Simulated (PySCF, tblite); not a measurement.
Isomers of C3H5O2 (doublet state). Level: GFN2-xTB in tblite, geometry and Hessian alike; calculated harmonic values, unscaled, isolated species. The method is semi-empirical: single wavenumbers can be off by several per cent or more. One conformer each. Open shells enter through the occupations alone, without spin polarisation, and single modes of such species can be off by tens of per cent.

Electronic energies: B3LYP/pcH-1 single points on the GFN2-xTB geometries (PySCF, gas phase).

```json
{"SMILES": "[CH2]OC(C)=O", "electronic energy, lowest = 0 (kcal/mol)": "0.0"}
{"SMILES": "[CH2]COC=O", "electronic energy, lowest = 0 (kcal/mol)": "9.0"}
{"SMILES": "O[CH][C@H]1CO1", "electronic energy, lowest = 0 (kcal/mol)": "36.1"}
```

How do GFN2-xTB zero-point energies change the relative energies?

```
        SMILES  ZPE (kcal/mol)  of it from modes above 1550 cm⁻¹  electronic (kcal/mol)  with ZPE, lowest = 0 (kcal/mol)  lowest mode (cm⁻¹)  rings
  [CH2]OC(C)=O            45.5                              24.6                    0.0                              0.0                  15      0
    [CH2]COC=O            45.2                              23.8                    9.0                              8.6                  38      0
O[CH][C@H]1CO1            46.5                              22.4                   36.1                             37.0                 136      1
```

The zero-point energies span 1.3 kcal/mol, from `[CH2]COC=O` to `O[CH][C@H]1CO1`. The order is unchanged.

And how do the electronic energies of GFN2-xTB itself compare?

`[CH2]OC(C)=O` 0.0; `[CH2]COC=O` 14.0; `O[CH][C@H]1CO1` 21.1 kcal/mol, lowest = 0. Against the energies above, taken from the same isomer `[CH2]OC(C)=O`, the largest difference is 15.0 kcal/mol.
